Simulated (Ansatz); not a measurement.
We consider rhombohedral A7 Bi, described by PBE+SOC (plane waves, PAW; Ansatz, a quantum-chemistry and plane-wave program).

Run with plane-wave cutoff 520 eV, 16×16×16 k mesh, Fermi–Dirac smearing 0.05 eV, PAW data made under PBE.

Response to compression and expansion:

Shape and atoms are relaxed at each volume.

| V (Å³/atom) | P (GPa) | c (Å) | a (Å) |
|---|---|---|---|
| 36.801 | 1.04 | 12.027 | 4.604 |
| 37.567 | 0.49 | 12.195 | 4.620 |
| 38.334 | 0.01 | 12.349 | 4.638 |
| 39.101 | -0.40 | 12.512 | 4.653 |
| 39.868 | -0.73 | 12.698 | 4.664 |

Note: for a layered or molecular solid the relaxed cell lies over 5 % above the published volume, where the minimum can be shallow; the cell comes from a level without a dispersion term, which matters for the spacing of layers, chains or molecules; the bulk modulus comes from volumes at which shape and atoms were relaxed.
